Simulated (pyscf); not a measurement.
Single points on ωB97X-D3(BJ)/def2-SVP structures (PySCF, gas phase).

### Question
For F–CH₂–F + F–C:–F [singlet] → F–CH(F)–CH(F)–F, an insertion (singlet surface; C–H broken, C–C, C–H formed), PBE/def2-TZVP gives ΔE‡ = 1.08 eV and ΔE = -2.56 eV (zero: the separated reactants). In which direction and how far do B3LYP-D3(BJ)/def2-TZVP, M06-2X/def2-TZVP, ωB97M-D3(BJ)/def2-TZVP move these?

### Answer
B3LYP-D3(BJ): ΔE‡ = 1.46 eV, ΔE = -2.53 eV; M06-2X: ΔE‡ = 1.65 eV, ΔE = -2.66 eV; ωB97M-D3(BJ): ΔE‡ = 1.72 eV, ΔE = -2.48 eV. PBE's barrier lies under all of them, by 0.38 to 0.64 eV. Its reaction energy lies among theirs. Low barriers are usual for a GGA, whose delocalisation error favours stretched bonds. F–CH(F)–CH(F)–F lies 0.27 eV over its isomer F–CH₂–C(F)(F)–F, and others may lie lower still (electronic energy, ωB97M-D3(BJ)). This is the saddle that the search found; another between the same sides may lie lower.
